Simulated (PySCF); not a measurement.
Gas-phase reaction: 2 BHCl2 + B2H6 ⇌ 4 BH2 + 4 Cl

Computed with PySCF and rigid-rotor harmonic-oscillator thermochemistry at 1 bar. S°(298 K) at PBE0/def2-TZVP differs from the NASA 1993 table for BH2 (+14 J/mol/K); whether the harmonic model or the table's entry is off was not settled. † marks an energy on the PBE0/def2-TZVP geometry and frequencies. Open shells (unrestricted): BH2 (multiplicity 2), Cl (multiplicity 2, electronic degeneracy 6); the rest are closed-shell singlets. Spin-orbit splitting is ignored; it lowers the true energy and changes the entropy of Cl. The harmonic model lacks anharmonicity and excited electronic states, which grow with temperature; levels with a mode under 35 cm⁻¹ are left out.

```json
[
 {"level": "BLYP/def2-TZVP†", "ΔE electronic, kJ": "2202", "ΔH°(298 K), kJ": "2139", "ΔS°(298 K), J/K": "681", "ΔG°(800 K), kJ": "1583"},
 {"level": "HF/def2-TZVP†", "ΔE electronic, kJ": "1668", "ΔH°(298 K), kJ": "1606", "ΔS°(298 K), J/K": "681", "ΔG°(800 K), kJ": "1050"},
 {"level": "M06-2X/def2-TZVP†", "ΔE electronic, kJ": "2300", "ΔH°(298 K), kJ": "2238", "ΔS°(298 K), J/K": "681", "ΔG°(800 K), kJ": "1682"},
 {"level": "PBE/def2-TZVP†", "ΔE electronic, kJ": "2361", "ΔH°(298 K), kJ": "2299", "ΔS°(298 K), J/K": "681", "ΔG°(800 K), kJ": "1742"},
 {"level": "PBE0/def2-SVP†", "ΔE electronic, kJ": "2343", "ΔH°(298 K), kJ": "2281", "ΔS°(298 K), J/K": "681", "ΔG°(800 K), kJ": "1725"},
 {"level": "LDA/def2-TZVP†", "ΔE electronic, kJ": "2711", "ΔH°(298 K), kJ": "2649", "ΔS°(298 K), J/K": "681", "ΔG°(800 K), kJ": "2092"},
 {"level": "ωB97M-V/def2-TZVP†", "ΔE electronic, kJ": "2349", "ΔH°(298 K), kJ": "2287", "ΔS°(298 K), J/K": "681", "ΔG°(800 K), kJ": "1731"}
]
```
ΔH° is lowest at HF/def2-TZVP† and highest at LDA/def2-TZVP†. No reference value is set beside these.
